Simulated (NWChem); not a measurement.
All runs are NWChem calculations. System: CN (-1), charge -1, spin multiplicity 1, at a geometry optimised with PBE/def2-SVP. The structure started from a generated list of species. Level: CCSD(T)/def2-SVPD, 2 core orbitals frozen.

Input file:

```
start mol
memory heap 100 mb stack 700 mb global 1900 mb
charge -1
geometry units angstroms nocenter noautoz
  C      0.000000     0.000000     0.641287
  N      0.000000     0.000000    -0.549674
  symmetry group C2v
end
basis spherical
  * library def2-svpd
end
scf
  rhf
  nopen 0
  maxiter 100
  thresh 1e-7
  semidirect memsize 60000000 filesize 0
end
ccsd
  freeze core 2
  maxiter 60
end
task ccsd(t) energy
```

Part of the output:

```
             Northwest Computational Chemistry Package (NWChem) 7.3.0
             --------------------------------------------------------

                                NWChem Input Module
                                -------------------

 Scaling coordinates for geometry "geometry" by  1.889725989
 (inverse scale =  0.529177249)

 Turning off AUTOSYM since
 SYMMETRY directive was detected!

                             Geometry "geometry" -> ""
                             -------------------------

 Output coordinates in angstroms (scale by  1.889725989 to convert to a.u.)

  No.       Tag          Charge          X              Y              Z
 ---- ---------------- ---------- -------------- -------------- --------------
    1 C                    6.0000     0.00000000     0.00000000     0.64128700
    2 N                    7.0000     0.00000000     0.00000000    -0.54967400

 Effective nuclear repulsion energy (a.u.)      18.6617735241

            Nuclear Dipole moment (a.u.)
            ----------------------------
        X                 Y               Z
 ---------------- ---------------- ----------------
     0.0000000000     0.0000000000     0.0000075589

      Symmetry information
      --------------------

 Group name             C2v
 Group number             16
 Group order               4
 No. of unique centers     2

      Symmetry unique atoms

     1    2


 Summary of "ao basis" -> "" (spherical)
 ------------------------------------------------------------------------------
       Tag                 Description            Shells   Functions and Types
 ---------------- ------------------------------  ------  ---------------------
 *                         def2-svpd                  on all atoms

 Summary of "ao basis" -> "ao basis" (spherical)
 ------------------------------------------------------------------------------
       Tag                 Description            Shells   Functions and Types
 ---------------- ------------------------------  ------  ---------------------
 C                         def2-svpd                 8       20   4s2p2d
[...]
 ccsd(t): done        3 out of       33 progress:    9.1%
 ccsd(t): done        4 out of       33 progress:   12.1%
 ccsd(t): done        5 out of       33 progress:   15.2%
 ccsd(t): done        6 out of       33 progress:   18.2%
 ccsd(t): done        7 out of       33 progress:   21.2%
 ccsd(t): done        8 out of       33 progress:   24.2%
 ccsd(t): done        9 out of       33 progress:   27.3%
 ccsd(t): done       10 out of       33 progress:   30.3%
 ccsd(t): done       11 out of       33 progress:   33.3%
 ccsd(t): done       12 out of       33 progress:   36.4%
 ccsd(t): done       13 out of       33 progress:   39.4%
 ccsd(t): done       14 out of       33 progress:   42.4%
 ccsd(t): done       15 out of       33 progress:   45.5%
 ccsd(t): done       16 out of       33 progress:   48.5%
 ccsd(t): done       17 out of       33 progress:   51.5%
 ccsd(t): done       18 out of       33 progress:   54.5%
 ccsd(t): done       19 out of       33 progress:   57.6%
 ccsd(t): done       20 out of       33 progress:   60.6%
 ccsd(t): done       21 out of       33 progress:   63.6%
 ccsd(t): done       22 out of       33 progress:   66.7%
 ccsd(t): done       23 out of       33 progress:   69.7%
 ccsd(t): done       24 out of       33 progress:   72.7%
 ccsd(t): done       25 out of       33 progress:   75.8%
 ccsd(t): done       26 out of       33 progress:   78.8%
 ccsd(t): done       27 out of       33 progress:   81.8%
 ccsd(t): done       28 out of       33 progress:   84.8%
 ccsd(t): done       29 out of       33 progress:   87.9%
 ccsd(t): done       30 out of       33 progress:   90.9%
 ccsd(t): done       31 out of       33 progress:   93.9%
 ccsd(t): done       32 out of       33 progress:   97.0%
 ccsd(t): done       33 out of       33 progress:  100.0%
 Time for integral evaluation pass     1        0.12
 Time for triples evaluation pass      1        0.07

 pseudo-e(mp4)  -0.15787827064312E-01
 pseudo-e(mp5)   0.91318806650011E-03
        e(t)    -0.14874638997812E-01

 --------------
 CCSD(T) Energy
 --------------
 Reference energy:                     -92.229232333008412

 CCSD corr. energy:                     -0.302071229482769
 T(CCSD) corr. energy:                  -0.015787827064312
 Total CCSD+T(CCSD) energy:            -92.547091389555490

 CCSD corr. energy:                     -0.302071229482769
 (T) corr. energy:                      -0.014874638997812
 Total CCSD(T) energy:                 -92.546178201488985

 routine      calls  cpu(0)   cpu-min  cpu-ave  cpu-max   i/o
 aoccsd          1     0.00     0.00     0.00     0.00    0.00
 iterdrv         1     0.00     0.00     0.00     0.00    0.00
 pampt          12     0.01     0.01     0.01     0.01    0.00
 t2pm           12     0.01     0.01     0.01     0.01    0.00
 sxy            12     0.02     0.02     0.02     0.02    0.00
 ints       221952     1.82     1.82     1.82     1.82    0.00
 t2eri        1632     0.15     0.15     0.15     0.15    0.00
 idx2         1632     0.03     0.03     0.03     0.03    0.00
 idx34          12     0.00     0.00     0.00     0.00    0.00
 ht2pm          12     0.02     0.02     0.02     0.02    0.00
 itm            12     0.05     0.05     0.05     0.05    0.00
 pdiis          12     0.00     0.00     0.00     0.00    0.00
 triples         1     0.00     0.00     0.00     0.00    0.00
 rdtrpo          1     0.00     0.00     0.00     0.00    0.00
 trpmos          1     0.12     0.12     0.12     0.12    0.00
 trpdrv          1     0.01     0.01     0.01     0.01    0.00
 dovvv        4950     0.02     0.02     0.02     0.02    0.00
 doooo        4950     0.01     0.01     0.01     0.01    0.00
 tengy        4125     0.02     0.02     0.02     0.02    0.00
 Total                 2.32     2.32     2.32     2.32    0.00

 Task  times  cpu:        2.5s     wall:        2.5s

 Total times  cpu:        2.5s     wall:        2.5s
```
